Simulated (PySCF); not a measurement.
What does the PBE0-D3(BJ)/def2-SVP structure of phenoxyl (`[O]c1ccccc1`) look like in three dimensions? (Doublet state.)

```
atom  x, y, z in Å
O1     2.500    0.917    0.152
C2     1.333    0.489    0.082
C3     0.284    1.254   -0.566
C4    -1.003    0.769   -0.644
C5    -1.321   -0.486   -0.091
C6    -0.335   -1.260    0.550
C7     0.959   -0.798    0.641
H8     0.568    2.222   -0.984
H9    -1.783    1.355   -1.136
H10   -2.344   -0.863   -0.159
H11   -0.604   -2.231    0.974
H12    1.749   -1.371    1.130
```

Any rigid rotation of these coordinates is as good. Atoms count from 1 in this order. The 6 C–C bonds span 1.377 Å (C3–C4, aromatic) to 1.452 Å (C2–C7, aromatic), a spread of 0.075 Å. C3 (carbon bonded to 2 C and H) is planar (angles 122.2°, 121.0° and 116.8°, sum 360.0°, 0.00 Å off the plane of its three neighbours). The 7 heavy atoms lie in one plane (0.002 Å rms). C2 (carbon bonded to 2 C and O) is planar (angles 121.6°, 121.4° and 117.0°, sum 360.0°, 0.00 Å off the plane of its three neighbours).

Bonds between heavy atoms (Å): O1–C2 1.246, C2–C3 1.451, C3–C4 1.377, C4–C5 1.408, C5–C6 1.408, C6–C7 1.377, C2–C7 1.452.

Method: PySCF 2.14.0, PBE0-D3(BJ)/def2-SVP geometry optimisation, gas phase.

Point group: C2v (tolerance 0.08 Å). Stationary, but not proved a minimum. ⟨S²⟩ = 0.807 (exact for a doublet: 0.75).
